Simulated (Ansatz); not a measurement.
## H₂Se, singlet in cc-pVTZ: errors against RCCSDTQ

Geometry: a PBE0/def2-TZVP stationary point for this spin, not checked as a minimum.

```xyz
3

Se    0.0000   -0.0256    0.0000
H     0.0000    1.0009   -1.0478
H     0.0000    1.0009    1.0478
```

Basis cc-pVTZ; Ansatz 0.2.0. Correlated methods freeze the noble-gas cores and the filled d shells of p-block atoms, which leaves 8 electrons in 57 orbitals. Prefix R: restricted or restricted open-shell reference. Active spaces: valence = (8e, 6o) chosen from the atoms' valence shells. No spin–orbit coupling is included, and no scalar relativity.

Full CI isn't at hand for all of this; RCCSDTQ serves as the reference, and is uncertain by about the last step of the cluster series.

The UHF ⟨S²⟩ is 0.000 and the T1 diagnostic (RCCSD) is 0.0092. The largest doubles amplitude (RCCSD) is 0.051.

```json
{"level": "RMP2", "E − E(RHF) (eV)": "-4.5810"}
{"level": "RCCSD", "E − E(RHF) (eV)": "-5.2062"}
{"level": "RCCSD(T)", "E − E(RHF) (eV)": "-5.3854"}
```

(1) Estimate how far RCCSDTQ in cc-pVTZ lies from RCCSD(T). The table doesn't fix it; the size of (T) and the diagnostics are the guide.

(1) RCCSDTQ in cc-pVTZ lies 0.58 kcal/mol below RCCSD(T), which is 14 % of the (T) step (-4.13 kcal/mol). The diagnostics are small and one determinant leads, so the series closes fast and only a small part of (T) is left.

The other levels:

```
                   level  E − E(RCCSDTQ) (kcal/mol)  share of correlation (%)    wall time
                    CISD                      10.84                     91.31        1.4 s
                 BCCD(T)                       0.57                     99.55       0.94 s
                  RCCSDT                       0.18                     99.86            –
               RCCSDT(Q)                       0.01                     99.99         12 s
  CASSCF (valence space)                     102.25                     18.04            –
  NEVPT2 (valence space)                      23.34                     81.30        2.1 s
  MRCISD (valence space)                       7.26                     94.18            –
MRCISD+Q (valence space)                       0.79                     99.37  24 s (H100)
```

The correlation energy at RCCSDTQ, counted from RHF, is -5.410 eV. That run took 28 s on 2 threads of AMD EPYC 7R13 with a shared H100 80 GB, shared host.

Times hold each run's SCF and search for its determinant on a shared host, so for small cases they say little of a method's own cost; rows without a card ran on 1 thread of AMD EPYC 7R13.

Natural occupations of CASSCF (valence space) about the gap: 1.999 1.997 1.973 1.969 0.035 0.026; effectively unpaired electrons, Σ n²(2−n)², 0.01.
